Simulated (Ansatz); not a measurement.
Input file:

```yaml
crystal:
  periodic: [false, false, false]
  atoms:
    - {symbol: Be, position_ang: [0.000000, 0.000000, 0.123794]}
    - {symbol: H, position_ang: [0.000000, 0.390364, -1.512330]}
    - {symbol: H, position_ang: [0.000000, 0.000000, 1.917794]}
    - {symbol: H, position_ang: [0.000000, -0.390364, -1.512330]}
basis:
  gaussian: {orbitals: "6-31G*"}
total_charge: 1
magnetization: {spin_polarized: false}
correlation: {method: mp2, electrons: outside_noble_gas}
output: {forces: true}
```

```sh
$ ansatz run in.yaml --threads 1 --pin off --events-out ev --progress --plain --max-ram 2393MiB
```

The program prints:

```
235 factors; integrals over basis functions are off by at most 9.6e-4 eV
mean field evaluation 1: about -433.9072 eV, gradient 8.1e0 eV
mean field evaluation 2: about -433.9048 eV, gradient 8.1e0 eV
mean field evaluation 4: about -434.3566 eV, gradient 3.6e-1 eV
mean field evaluation 8: about -434.3578 eV, gradient 1.1e-4 eV
mean field -434.35784767 eV, -15.9623564835 hartree, gradient 8.6e-7 eV, S^2 0.000000; 0 other end points of the search recorded, 0 dependent functions left out
1 core orbitals not correlated: weight in the atoms' cores, before any rotation towards them, 1.000 or more for the frozen orbitals, at most 0.000 for the correlated occupied ones
reference -434.35784767 eV, -15.9623564835 hartree; 2, 2 occupied and 18, 18 virtual orbitals, 235 factors
second order -1.20275099 eV of doubles, -0.00000000 eV of singles
the calculation of the forces begins
Total energy: -435.56059866 eV, -16.0065567672 hartree
Atom 0 at     0.000000     0.000000     0.123794 Å, force    -0.000000    -0.000000     3.197823 eV/Å
Atom 1 at     0.000000     0.390364    -1.512330 Å, force     0.000000    -0.511627     0.141376 eV/Å
Atom 2 at     0.000000     0.000000     1.917794 Å, force     0.000000    -0.000000    -3.480575 eV/Å
Atom 3 at     0.000000    -0.390364    -1.512330 Å, force     0.000000     0.511627     0.141376 eV/Å
Dipole moment:    -0.000000     0.000000    -0.618176 e Å
```

Forces (eV/Å):
```
Be   0.000  0.000  3.198
H    0.000 -0.512  0.141
H    0.000  0.000 -3.481
H    0.000  0.512  0.141
```

Ran on 1 thread of Arm Neoverse V2, shared host: 0.09 s wall, 0.06 GiB peak host memory.
